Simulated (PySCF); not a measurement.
**Potential energy of Si₂⁻ along the bond**

Set-up: Si aug-cc-pV(D+d)Z; no relativity (PySCF 2.14). Energies in eV from Si + Si⁻ in their ground configurations at the same level. All curves are PBE0. state 1: ²Πu (doublet), unpaired electrons π ↑; state 2: ²Σg⁺ (doublet), unpaired electrons σ ↑, a second solution, started from another occupation; state 3: ⁴Πg (quartet), unpaired electrons π ↑↑↑, a second solution, started from another occupation.

```csv
R (Å),state 1,state 2,state 3
1.883,-2.731,-3.120,-0.183
1.971,-3.357,-3.556,-1.114
2.059,-3.703,-3.744,-1.745
2.124,-3.825,-3.765,-2.068
2.190,-3.858,-3.709,-2.291
2.256,-3.821,-3.597,-2.436
2.343,-3.691,-3.382,-2.533
2.453,-3.439,-3.048,-2.542
2.584,-3.058,-2.599,-2.443
2.759,-2.489,-1.981,-2.201
```

Put a parabola through the three lowest points of the state 1 curve and estimate Re, k and ωe (reduced mass 13.99 u; 1 eV/Å² = 0.16022 mdyn/Å; ωe = 1302.8·√(k/μ) cm⁻¹).

Through R = 2.124, 2.19, 2.256 Å the second-order coefficient is 8.03 eV/Å², so Re ≈ 2.188 Å, k ≈ 2.57 mdyn/Å and ωe ≈ 559 cm⁻¹. A polynomial fit of higher order to the unrounded PBE0 energies gives Re = 2.185 Å, k = 2.61 mdyn/Å, ωe = 563 cm⁻¹; anharmonicity and rounding make the difference.

The higher-order fit for each curve: state 1: Re = 2.185 Å, ωe = 563 cm⁻¹, De = 3.86 eV; state 2: Re = 2.107 Å, ωe = 606 cm⁻¹, minimum 3.77 eV below the ground-state fragments; state 3: Re = 2.406 Å, ωe = 404 cm⁻¹, minimum 2.55 eV below the ground-state fragments.

The highest Kohn–Sham level is positive in this anion. Much of that is self-interaction error, but it also means that the finite basis helps to hold the extra electron. The state is the lowest determinant that a PBE0 search found; another state may lie lower at other levels.
